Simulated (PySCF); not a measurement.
## How well do the runs reproduce experiment for acetyl chloride?

**Experimental background.**

From NIST CCCBDB Release 22 (SRD 101), experimental dipoles, for the gas: dipole moment (dielectric constant against temperature) 2.72 D.

How close the calculation comes is told at the end.

Acetyl chloride, C₂H₃ClO.
Atom-mapped SMILES: `[CH3:1][C:2](=[O:3])[Cl:4]` (hydrogens: H5, H6, H7 on C1)

Cartesian coordinates in Å at the PBE0-D3(BJ)/def2-SVP level; atoms count from 1:
```
atom  x, y, z in Å
C1    -0.5855   -0.0742   -0.0357
C2     0.8549    0.2830   -0.2127
O3     1.3142    1.3510   -0.4247
Cl4    1.9163   -1.1583   -0.0649
H5    -1.2002    0.8293   -0.1296
H6    -0.7297   -0.5385    0.9506
H7    -0.8746   -0.8183   -0.7919
```

Runs made with PySCF (gas phase, on this PBE0-D3(BJ)/def2-SVP geometry; no spin–orbit coupling):

```
                             level                                                                            job  basis functions  wall time
PBE0-D3(BJ)/def2-SVP, grid level 1                   geometry optimisation from a GFN2-xTB start shaken at random               75      7.4 s
                   B3LYP/def2-SVPD  10 singlets by full TDDFT, 4 Tamm–Dancoff triplets, polarisability, ΔSCF ions              114       33 s
                      HF/def2-SVPD        10 singlets by TDHF, 4 Tamm–Dancoff triplets, polarisability, ΔSCF ions              114      5.2 s
                     PBE/def2-SVPD  10 singlets by full TDDFT, 4 Tamm–Dancoff triplets, polarisability, ΔSCF ions              114       39 s
                    PBE0/def2-SVPD  10 singlets by full TDDFT, 4 Tamm–Dancoff triplets, polarisability, ΔSCF ions              114       35 s
                      B3LYP/6-31G*                                    spin–spin couplings from 6 perturbed nuclei               66      4.1 s
               B3LYP/aug-cc-pVTZ-J                                    spin–spin couplings from 6 perturbed nuclei              266       28 s
                     B3LYP/cc-pVTZ                                    spin–spin couplings from 6 perturbed nuclei              166       13 s
                   B3LYP/def2-TZVP                                    spin–spin couplings from 6 perturbed nuclei              148       11 s
```

Hardware: one thread of an Arm Neoverse V1, on a shared host.

All basis functions are spherical.

## Comparison

**Dipole moment.** Measured: 2.72 D (NIST CCCBDB Release 22 (SRD 101), experimental dipoles).

```json
{"level": "PBE0-D3(BJ)/def2-SVP", "computed (D)": "2.70", "computed − measured (D)": "-0.02", "% (from the printed values)": "-1"}
{"level": "B3LYP/def2-SVPD", "computed (D)": "2.81", "computed − measured (D)": "+0.09", "% (from the printed values)": "+3"}
{"level": "HF/def2-SVPD", "computed (D)": "3.08", "computed − measured (D)": "+0.36", "% (from the printed values)": "+13"}
{"level": "PBE/def2-SVPD", "computed (D)": "2.73", "computed − measured (D)": "+0.01", "% (from the printed values)": "0"}
{"level": "PBE0/def2-SVPD", "computed (D)": "2.83", "computed − measured (D)": "+0.11", "% (from the printed values)": "+4"}
{"level": "B3LYP/6-31G*", "computed (D)": "2.76", "computed − measured (D)": "+0.04", "% (from the printed values)": "+1"}
{"level": "B3LYP/aug-cc-pVTZ-J", "computed (D)": "2.79", "computed − measured (D)": "+0.07", "% (from the printed values)": "+3"}
{"level": "B3LYP/cc-pVTZ", "computed (D)": "2.74", "computed − measured (D)": "+0.02", "% (from the printed values)": "+1"}
{"level": "B3LYP/def2-TZVP", "computed (D)": "2.77", "computed − measured (D)": "+0.05", "% (from the printed values)": "+2"}
```

Closest is PBE/def2-SVPD (+0.01 D), furthest HF/def2-SVPD (+0.36 D); one molecule doesn't rank methods. The computed dipoles belong to one fixed geometry; measured ones are averaged over vibrations unless marked μe. Magnitudes are compared, not signs.

No measured geometry was used, and the causes of the misses weren't examined.
